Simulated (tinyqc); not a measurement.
CIS and TDHF on RHF in the sto-3g basis, for H2O, spin multiplicity 1, step by step. One step of it, computed by the program tinyqc.

Task: CIS triplet states. Diagonalise A (1 hartree = 27.211386 eV); each vector has its largest component positive (the first on a tie).

CIS matrix A, triplet (hartree):
```
           1>6        1>7        2>6        2>7       3>6        3>7        4>6        4>7
1>6  19.896926  -0.005737   0.007155   0.000173  0.000487   0.007091  -0.015962   0.001031
1>7  -0.005737  19.957238   0.000173   0.009253  0.007091  -0.001769   0.001031  -0.003215
2>6   0.007155   0.000173   0.986739   0.000666  0.012299   0.082192  -0.045521   0.004247
2>7   0.000173   0.009253   0.000666   1.110788  0.082192  -0.014776   0.004247   0.023523
3>6   0.000487   0.007091   0.012299   0.082192  0.376853   0.000524   0.011097   0.066669
3>7   0.007091  -0.001769   0.082192  -0.014776  0.000524   0.501131   0.066669  -0.013990
4>6  -0.015962   0.001031  -0.045521   0.004247  0.011097   0.066669   0.245801  -0.008435
4>7   0.001031  -0.003215   0.004247   0.023523  0.066669  -0.013990  -0.008435   0.367760
5>6   0.000000   0.000000   0.000000   0.000000  0.000000   0.000000   0.000000   0.000000
5>7   0.000000   0.000000   0.000000   0.000000  0.000000   0.000000   0.000000   0.000000

           5>6        5>7
1>6   0.000000   0.000000
1>7   0.000000   0.000000
2>6   0.000000   0.000000
2>7   0.000000   0.000000
3>6   0.000000   0.000000
3>7   0.000000   0.000000
4>6   0.000000   0.000000
4>7   0.000000   0.000000
5>6   0.202109  -0.002766
5>7  -0.002766   0.312899
```

Give: triplet excitation energies; lowest vectors.

Result:

triplet excitation energies (eV): 5.4978  6.0511  8.2716  8.5163  11.6932  13.8612  27.2676  30.5181  541.4087  543.0790

lowest vectors:
```
     state 1  state 2  state 3  state 4  state 5  state 6
1>6   0.0000   0.0008  -0.0001   0.0000   0.0000  -0.0001
1>7   0.0000   0.0000   0.0004   0.0000  -0.0001   0.0000
2>6   0.0000   0.0850  -0.0111   0.0000  -0.0307  -0.1357
2>7   0.0000  -0.0009   0.0519   0.0000  -0.1074   0.0303
3>6   0.0000  -0.1080  -0.6885   0.0000   0.7072  -0.0292
3>7   0.0000  -0.2495   0.0977   0.0000   0.0956   0.9457
4>6   0.0000   0.9553  -0.1096   0.0000   0.0508   0.2658
4>7   0.0000   0.0786   0.7082   0.0000   0.6896  -0.1220
5>6   0.9997   0.0000   0.0000  -0.0249   0.0000   0.0000
5>7   0.0249   0.0000   0.0000   0.9997   0.0000   0.0000
```
